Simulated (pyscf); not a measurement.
Thermochemistry of product channels of O=Ta(F)(F)–F + H• on the doublet surface, in kcal/mol, from ωB97M-D3(BJ)/def2-TZVP energies (ideal gas, 1 atm, RRHO with modes under 100 cm⁻¹ raised to 100, one conformer, R ln 2 for chiral ones without a mode under 150 cm⁻¹). Structures and frequencies: ωB97X-D3(BJ)/def2-SVP in PySCF.

```tsv
products	ΔE	ΔH(298 K)	ΔG(298 K)	ΔG(900 K)
[HO–Ta(F)(F)–F]•	-37.0	-31.7	-25.7	-13.1
[O=Ta(F)–F]• + HF	___	+15.3	+11.8	+5.9
```

Task: Some entries are withheld; supply them.

Result: 
- [O=Ta(F)–F]• + HF, ΔE: +11.3

These are energies of the channels, which say nothing of barriers. Open-shell species with a d-block atom are single-reference here; other states, and whether the spin sits on metal or ligand, were not checked. Elements past Kr carry the def2 core potentials, without spin-orbit coupling.
